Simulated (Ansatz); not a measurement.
# Al2 (triplet): B2PLYP, RPA-PBE over a scan of the distance Al1–Al2, cc-pVTZ

Aim: run Al2 (triplet) with these functionals over a scan of the distance Al1–Al2, and hold them against the top wave-function level at the same points.

Method: cc-pVTZ, all electrons in the functionals, frozen cores in the correlation of double hybrids and RPA; program: Ansatz 0.2.0, Gaussian basis.

To be run: B2PLYP, RPA-PBE, at 2.004 Å; 2.179 Å; 2.479 Å; 2.719 Å; 3.047 Å; 3.488 Å; 4.007 Å; 4.695 Å; 5.462 Å; 6.718 Å; 8.404 Å.

### 1 What is computed

The geometry derives from a PBE0/def2-TZVP stationary point (not a proven minimum). One bond is set to the value named and the two fragments are kept rigid.

2 atoms, charge 0, spin multiplicity 3.

Atoms are counted from 1 here; the program's logs count them from 0.

Bond lengths: Al1–Al2 2.479 Å.

Coordinates:

```xyz
2
Al2
Al    0.0000    0.0000    0.0000
Al    0.0000    0.0000    2.4788
```

No dispersion term is added.

The geometry shown and the zero of energy belong to the point 2.479 Å. The yardstick, FCI, and other wave-function levels (R restricted, U unrestricted, valence and pair active spaces) come from earlier runs.

### 2 B2PLYP, 2.004 Å

Input file in.yaml:

```yaml
crystal:
  periodic: [false, false, false]
  atoms:
    - {symbol: Al, position_ang: [0.000000, 0.000000, 0.000000]}
    - {symbol: Al, position_ang: [0.000000, 0.000000, 2.004000]}
basis:
  gaussian: {orbitals: cc-pVTZ}
magnetization: {spin_polarized: true, initial_magnetization: 2}
hamiltonian: {xc: {name: B2PLYP}}
correlation: {electrons: outside_noble_gas}
```

Started as:

```console
$ ansatz run in.yaml --threads 1 --pin off --events-out ev --progress --plain --max-ram 4096MiB --backend cpu
```

Further steps of the session: B2PLYP, 2.179 Å; B2PLYP, 2.479 Å; B2PLYP, 2.719 Å; B2PLYP, 3.047 Å; B2PLYP, 3.488 Å; B2PLYP, 4.007 Å; B2PLYP, 4.695 Å; B2PLYP, 5.462 Å; B2PLYP, 6.718 Å; B2PLYP, 8.404 Å; RPA-PBE, 2.004 Å; RPA-PBE, 2.179 Å; RPA-PBE, 2.479 Å; RPA-PBE, 2.719 Å; RPA-PBE, 3.047 Å; RPA-PBE, 3.488 Å; RPA-PBE, 4.007 Å; RPA-PBE, 4.695 Å; RPA-PBE, 5.462 Å; RPA-PBE, 6.718 Å; RPA-PBE, 8.404 Å.

Before running them: what should the planned runs give, taken together? Wanted: span of the FCI curve; largest miss, B2PLYP; largest miss, RPA-PBE.

**Answer**, as computed:

| quantity | value |
| --- | --- |
| span of the FCI curve | 135.6 kJ/mol |
| largest miss, B2PLYP | -17.8 kJ/mol (8.404 Å) |
| largest miss, RPA-PBE | -23.4 kJ/mol (8.404 Å) |

What this shows: Of the functionals, B2PLYP keep the smallest largest miss at the points compared (at most 17.8 kJ/mol) and RPA-PBE strays most (23.4 kJ/mol, at 8.404 Å). Functionals and the yardstick converge differently with the basis, so part of each miss in cc-pVTZ is the basis.
